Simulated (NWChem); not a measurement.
# B cation, singlet

Results from NWChem. Medium grid unless said otherwise, to which SCAN and Minnesota functionals are sensitive. Low-valent species are run as closed-shell singlets; no triplet was tried in these runs.

Problem. Order these by “highest occupied level (eV)”, lowest first: B3LYP/def2-TZVP; BLYP/def2-TZVP; MN15/def2-TZVP; M05-2X/def2-TZVP; TPSSh/def2-TZVP.

Solution. M05-2X/def2-TZVP (-22.03), MN15/def2-TZVP (-21.33), B3LYP/def2-TZVP (-20.57), TPSSh/def2-TZVP (-20.20), BLYP/def2-TZVP (-19.39)
